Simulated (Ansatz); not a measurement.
A made-up structure of C$_{2}$HS, doublet:

| atom | x (Å) | y (Å) | z (Å) |
| --- | --- | --- | --- |
| C1 | -0.3271 | 0.5916 | -0.3248 |
| C2 | 0.2092 | -0.3789 | 0.2073 |
| S3 | 0.9086 | -1.6453 | 0.9015 |
| H4 | 0.9447 | -2.3657 | 2.0544 |

It is relaxed with PBE-D4/def2-SVP and then PBE0-D4/def2-TZVP (Ansatz 0.2.0). Atoms count as bonded within 1.22 times the sum of their covalent radii (H–H: 0.88 Å). The end point is not checked to be a true minimum.

(1) Does its bonding change? (A judgement: the text doesn't fix the answer.)

## Answers

(1) By the calculation: No: no bond forms or breaks.

Where it ends: The first stage lowers the energy by 1.58 eV in 12 steps. It ends as C₂HS ([C][C][SH]):
C1  (-0.362, 0.525, -0.139)
C2  (0.260, -0.500, 0.307)
S3  (1.139, -1.808, 0.702)
H4  (0.698, -2.016, 1.968)
(Å)

Labels in which every atom is bracketed show which atoms are joined, not bond orders.

For scale, one of the runs: PBE0-D4/def2-TZVP relaxation, 105 basis functions, launched by `ansatz run in.yaml --threads 2 --pin off --events-out ev --progress --plain --max-ram 4352MiB`. Hardware: 2 CPU threads of an Arm Neoverse V1, shared host. Wall time about 19 s.
